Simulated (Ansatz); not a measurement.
```yaml
crystal:
  periodic: [false, false, false]
  atoms:
    - {symbol: Ti, position_ang: [0.000000, 0.000000, 0.000000]}
    - {symbol: H, position_ang: [0.000000, 0.000000, 1.760000]}
basis:
  gaussian: {orbitals: def2-TZVP}
total_charge: 1
magnetization: {spin_polarized: true, initial_magnetization: 4}
hamiltonian: {xc: pbe0}
relax: {f_tol: 0.004, max_steps: 80}
```

```sh
$ ansatz run in.yaml --threads 1 --pin off --events-out ev --progress --plain --max-ram 2176MiB
```

Steps of the relaxation (energy above the last step; positions in Å, forces in eV/Å):

```
2
step 1, 301.0 meV
Ti    0.000    0.000    0.000    0.000    0.000   -1.787
H     0.000    0.000    1.760    0.000    0.000    1.787
```

```
2
step 2, 41.2 meV
Ti    0.000    0.000   -0.128    0.000    0.000   -0.447
H     0.000    0.000    1.888    0.000    0.000    0.447
```

```
2
step 3, 24.6 meV
Ti    0.000    0.000   -0.150    0.000    0.000   -0.321
H     0.000    0.000    1.910    0.000    0.000    0.321
```

```
2
step 5, 0.6 meV
Ti    0.000    0.000   -0.223    0.000    0.000   -0.038
H     0.000    0.000    1.983    0.000    0.000    0.038
```

```
2
step 7, 0.0 meV
Ti    0.000    0.000   -0.238    0.000    0.000    0.000
H     0.000    0.000    1.998    0.000    0.000    0.000
```

Close pairs at the end: Ti1–H2 2.236 Å.

A stationary point of unrestricted PBE0 after 7 steps, with ⟨S²⟩ = 6.000 against 6.00 for a pure state. 17 s on 1 thread of AMD EPYC 9R45, shared host.
